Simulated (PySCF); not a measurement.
## Broadened absorption spectrum of [C2H9P2]+

C2H9P2 (charge +1).
Z-matrix (Å and degrees, GFN2-xTB geometry), rows numbered from 1:
```
C 
P   1  1.8006
C   2  1.8028  1  114.93
P   3  1.9181  2  106.33  1  -178.81
H   1  1.0921  2  109.96  3   -60.86
H   1  1.0911  2  110.00  3   178.98
H   1  1.0923  2  109.66  3    58.98
H   2  1.3764  1  109.22  3   123.09
H   2  1.3745  1  109.64  3  -122.74
H   3  1.0956  2  108.11  1   -61.31
H   3  1.0935  2  110.65  1    57.39
H   4  1.3968  3   93.86  2   -87.72
H   4  1.3914  3   93.72  2   178.92
```

The calculation used TDDFT B3LYP/def2-SVPD, vertical, gas phase, core orbitals frozen in the response (PySCF 2.14.0, density-fitted response routines).

Broadening: Gaussians 0.3 eV wide at half height, area fixed by f = 4.319×10⁻⁹ ∫ε dν̃. The cross-section is σ = 3.8235×10⁻²¹ ε cm², given in Mb (10⁻¹⁸ cm²). The width is an assumption, not a result. The curve ends short of the highest state used, and states not computed would add to its high-energy end.

(E (eV), σ (Mb)): (5.49, 0.01), (5.59, 0.14), (5.68, 0.80), (5.78, 3.22), (5.88, 7.79), (5.97, 11.88), (6.07, 12.97), (6.16, 9.66), (6.26, 4.30), (6.36, 1.10), (6.45, 0.25), (6.55, 0.29), (6.64, 0.87), (6.74, 2.81), (6.84, 7.52), (6.93, 13.10), (7.03, 17.10), (7.13, 18.68), (7.22, 17.68), (7.32, 11.69), (7.41, 5.87), (7.51, 5.26), (7.61, 10.85), (7.70, 15.47)

(1) Where are the band maxima, and which computed states make them?

(2) On this curve, what absorbance would a 10⁻⁵ mol/L sample give at 222 nm over a 1 cm path?

(3) Coming from long wavelengths, where does ε first pass 100 L mol⁻¹ cm⁻¹?

## Answers

(1) 205 nm (6.04 eV), ε about 3400, made up of S1 (34%) and S2 (66%); 173 nm (7.15 eV), ε about 4900, made up of S4 (28%) and S5 (72%) (ε in L mol⁻¹ cm⁻¹; maxima over ε = 5, shares over 10%). At its high-energy end, 7.70 eV, the curve is still rising (ε about 4000, from S6 and S7). The states used: S1 5.94 eV (f 0.018); S2 6.09 eV (f 0.028); S3 6.74 eV (f 0.0021); S4 6.98 eV (f 0.037); S5 7.22 eV (f 0.045); S6 7.71 eV (f 0.039); S7 7.85 eV (f 0.012); S8 8.30 eV (f 0.0016).

(2) 222 nm is 5.585 eV, where ε is about 33 L mol⁻¹ cm⁻¹, so A = ε c l ≈ 0.00033 (Beer–Lambert, with the gas-phase spectrum and the assumed width).

(3) At about 220 nm (5.64 eV), 0.30 eV below S1.

Time: 13 s of wall time; peak memory 0.68 GiB. Hardware: one thread, AMD EPYC 7R43 (x86_64), no GPU (shared host).

One conformer stands for the species.
